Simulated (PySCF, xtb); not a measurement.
C2H6O, SMILES COC (connectivity only; charge and spin as stated), charge +1, multiplicity 2.

Geometry optimised at PBE0-D3(BJ)/def2-TZVP. The spin state was assumed, not searched.

Computed with PySCF 2.14.0 with IEF-PCM-PBE0/def2-SVP.

The values are the electrostatic part of the solvation free energy, E(continuum) − E(gas) at the gas-phase geometry, in a cavity of scaled van der Waals radii (PySCF's table); cavitation and dispersion terms are not included.

```json
[
 {"solvent": "water", "ε": "78.36", "ΔG(elec) (kcal/mol)": "-64.0"},
 {"solvent": "diethylether", "ε": "4.24", "ΔG(elec) (kcal/mol)": "-49.5"},
 {"solvent": "N,N-dimethylformamide", "ε": "37.22", "ΔG(elec) (kcal/mol)": "-63.1"}
]
```

For comparison, GFN2-xTB/ALPB(water) (xtb, at the GFN2-xTB geometry, all terms of that model) gives -64.7 kcal/mol.
